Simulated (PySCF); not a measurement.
# What binds to water, and how strongly

Gas-phase complexes of water, each in one structure from a short search with a few starts, optimised by PBE0-D3(BJ)/def2-SVPD or PBE0-D3(BJ)/def2-TZVPD; other ways of binding may lie lower. Energies in kcal/mol, PBE0-D3(BJ)/def2-TZVPD, counterpoise-corrected (PySCF): interaction is complex less parts frozen as they stand in it, binding adds what it costs to deform them. Contacts are written partner···water; electrostatic, Pauli and orbital are terms of the uncorrected same energy, whose rest is dispersion or correlation.

2 other partners are left out, for which the search missed the form known or expected to bind best.

Frequency runs check only 2 of the 5 structures; an imaginary mode is left, so that the point isn't a minimum, in the complex with phosphine (72i cm⁻¹). 2 further partners within 0.25 kcal/mol of a listed one are not ranked.

**Question.** Order these partners of water by binding energy, strongest first: hydronium, methanol, PH2F, phosphine, BeF2.

**Answer.** hydronium (-36.7), BeF2 (-22.4), methanol (-5.8), PH2F (-2.9), phosphine (-1.6).
```
  partner  contact  distance (Å)  binding  interaction  electrostatic  Pauli  orbital
hydronium    H···O          1.20    -36.7        -54.4          -43.8   55.3    -65.7
     BeF2   Be···O          1.69    -22.4        -31.4          -46.8   41.8    -26.7
 methanol    O···H          1.89     -5.8         -5.9           -9.2    7.7     -3.8
     PH2F    F···H          2.09     -2.9         -2.9           -3.6    2.4     -1.3
phosphine    P···O          3.29     -1.6         -1.6           -2.1    1.8     -0.7
```
